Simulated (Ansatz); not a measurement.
## HAlB, quartet in 6-31G: errors against full CI

Geometry: a point of a breathe scan, not a stationary point.

```yaml
atoms:
  - { symbol: B, position_ang: [0.0000, 0.0000, 2.6783] }
  - { symbol: Al, position_ang: [0.0000, 0.0000, -0.1769] }
  - { symbol: H, position_ang: [0.0000, 0.0000, -2.5014] }
```

Basis 6-31G; Ansatz 0.2.0. Only valence electrons are correlated (noble-gas cores frozen), which leaves 7 electrons in 18 orbitals. Prefix R: restricted or restricted open-shell reference; prefix U: unrestricted. Active spaces: pair = (5e, 5o) about the gap; valence = (7e, 9o) chosen from the atoms' valence shells.

Full CI is exact within this basis and frozen core; it isn't the basis-set limit. The frozen core follows each run's orbitals, which can shift R against U totals by a few meV.

Unrestricted rows (U) aren't spin-pure: their determinants' ⟨S²⟩ exceeds S(S+1) by up to 0.19, so they mix in states of higher spin. Coupled cluster chose its determinant by a search with trial CCSD, here up to 0.66 eV above the lowest Hartree–Fock solution of its kind.

```
UHF ⟨S²⟩                          : 3.936
T1 diagnostic (RCCSD)             : 0.0906
largest doubles amplitude (RCCSD) : 0.278
T1 diagnostic (UCCSD)             : 0.1102
```

```
    level  E − E(determinant under the R cluster runs) (eV)
      UHF                                           -0.8634
     UMP2                                           -2.0327
   RCCSD*                                           -3.1883
   UCCSD*                                           -3.2340
RCCSD(T)*                                           -3.3775
UCCSD(T)*                                           -3.3472
```

(1) Estimate how far full CI in 6-31G lies from RCCSD(T). The table doesn't fix it; the size of (T) and the diagnostics are the guide.

(1) Full CI in 6-31G lies 109 meV below RCCSD(T), which is 58 % of the (T) step (-189 meV). T1 is raised, a doubles amplitude is large, and the rest is a large part of (T). The miss exceeds 1 kcal/mol.

The other levels:

```
                   level  E − E(full CI) (meV)  share of correlation (%)  wall time
                    RHF†                  2831                         –          –
                BCCD(T)*                   137                     96.06      2.1 s
                 RCCSDT*                    39                     98.87          –
                  UCCSDT                    23                     99.34          –
              RCCSDT(Q)*                    10                     99.71      3.6 s
               UCCSDT(Q)                     0                    100.00      4.4 s
                RCCSDTQ*                     2                     99.93       16 s
                 UCCSDTQ                     1                     99.98       18 s
  CASSCF (valence space)                   589                     83.10          –
  NEVPT2 (valence space)                   193                     94.47        2 s
  MRCISD (valence space)                    18                     99.47          –
MRCISD+Q (valence space)                     6                     99.83        3 s
```

An asterisk marks runs whose energy the program itself flagged as in doubt. A dagger marks rows that describe another state than the reference (another or a broken symmetry, a higher spin or other natural occupations), so the difference holds a gap between states beside the method's error.

The correlation energy at full CI, counted from the determinant under the R cluster runs, is -3.487 eV. That run took 15 s on 1 thread of INTEL XEON PLATINUM 8581C, shared host over 331,072 determinants.

Run but not shown, since their state, orbitals or frozen core can't be matched to the reference's or they repeat it: RMP2, CISD, CISDTQ, CASSCF (pair space), NEVPT2 (pair space), MRCISD (pair space), MRCISD+Q (pair space).

Times hold each run's SCF and search for its determinant on a shared host, so for small cases they say little of a method's own cost; they ran on 1 thread of INTEL XEON PLATINUM 8581C.

The full-CI state has the irrep A2 of C2v, in the program's axes (one component, if the state is degenerate).

Natural occupations of full CI about the gap: 1.905 1.833 1.008 0.895 0.895 0.136 0.136 0.123 0.038 0.007; effectively unpaired electrons, Σ n²(2−n)², 3.27.
